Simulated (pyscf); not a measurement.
This saddle point was located with ωB97X-D3(BJ)/def2-SVP in PySCF.

```
Si
O 1 1.6232
F 1 1.6244 2 103.00
O 1 1.6300 2 123.24 3 112.77
Si 4 1.6786 1 133.33 2 71.75
Si 2 1.6793 1 133.68 3 169.64
H 5 1.4854 4 111.45 1 -50.98
H 6 1.4859 2 111.03 1 56.21
H 6 1.4870 8 110.97 2 123.32
H 6 1.4874 8 109.27 9 120.26
H 5 1.4878 7 109.30 4 116.70
H 5 1.4885 7 111.02 11 119.87
O 1 1.8052 2 113.99 6 70.68
H 13 0.9668 1 119.83 2 151.32
H 13 1.0983 14 123.24 1 -107.75
F 15 1.2836 13 131.12 14 134.18
```
Charge 0, spin multiplicity 1.

Surface: singlet, charge 0. Lowest wavenumbers (cm⁻¹): 560i, 54, 58, 105, 133.

Problem. Name the species on either side of this saddle.

Solution. HO–Si(F)(O–SiH₃)–O–SiH₃ (SMILES O[Si](F)(O[SiH3])O[SiH3]) + HF (SMILES F) ⇌ F–Si(F)(O–SiH₃)–O–SiH₃ (SMILES F[Si](F)(O[SiH3])O[SiH3]) + H₂O (SMILES O), a four-centre exchange read from left to right: O–Si, F–H broken and F–Si, H–O formed. At ωB97M-D3(BJ)/def2-TZVP it lies +12.9 kcal/mol from the left side and +21.8 kcal/mol from the right (each side as separated species at their lowest minima found). On the reactant side the descent ends in a bound adduct, 8.9 kcal/mol under the separated species and 22.2 kcal/mol under the saddle at ωB97X-D3(BJ)/def2-TZVP. This is the saddle that the search found; another between the same sides may lie lower.
